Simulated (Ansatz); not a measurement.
Ansatz (a program for electronic structure) input (B2PLYP/aug-pcseg-2):

Ansatz 0.2 input:
```yaml
crystal:
  periodic: [false, false, false]
  atoms:
    - {symbol: C, position_ang: [-0.00000000, -0.00000000, -0.00000000]}
    - {symbol: H, position_ang: [0.00360111, 1.07859343, -0.02702022]}
    - {symbol: H, position_ang: [0.93257816, -0.54247981, 0.01097634]}
    - {symbol: H, position_ang: [-0.93617928, -0.53611362, 0.01604388]}
basis:
  gaussian:
    orbitals: aug-pcseg-2
hamiltonian:
  xc: {name: B2PLYP}
magnetization: {spin_polarized: true, initial_magnetization: 1}
correlation: {electrons: outside_noble_gas}
```

Output:

```
Functional definition: B2PLYP
integrals: 0.07 GiB planned
674 factors; integrals over basis functions are off by at most 1.2e-3 eV
mean field: 0.35 GiB planned
mean field evaluation 1: about -1080.2033 eV, gradient 1.9e1 eV
mean field evaluation 2: about -1080.2028 eV, gradient 1.9e1 eV
mean field evaluation 4: about -1081.9282 eV, gradient 7.0e-1 eV
mean field evaluation 8: about -1081.9326 eV, gradient 6.8e-3 eV
mean field evaluation 16: about -1081.9326 eV, gradient 3.6e-6 eV
mean field -1081.93256839 eV, -39.7602885282 hartree, gradient 3.6e-6 eV, S^2 0.755717; 0 other end points of the search recorded, 0 dependent functions left out
1 core orbitals not correlated
reference -1081.93270273 eV, -39.7602934650 hartree; 4, 3 occupied and 110, 111 virtual orbitals, 674 factors
second order -5.15420277 eV of doubles, -0.00000000 eV of singles
Total energy: -1083.32433748 eV, -39.8114350988 hartree
```
